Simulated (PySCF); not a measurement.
How the smallest direct gap on the k points sampled of rock-salt LiCl moves with the method

No measured value is used here.

**Question.** Put these levels in order of the smallest direct gap on the k points sampled that they give for rock-salt LiCl, smallest first: G0W0@PBE0 (PySCF), Hartree–Fock (PySCF), PBE (PySCF), PBE0 (PySCF).

**Answer.** PBE (6.27 eV), PBE0 (8.45 eV), G0W0@PBE0 (9.64 eV), Hartree–Fock (15.27 eV)

Computed values are for a static lattice.  A ± on a computed value is a rough bar: the spread of its extrapolation, a floor set from checks against published values, or a statistical error. Values are at the measured cell.
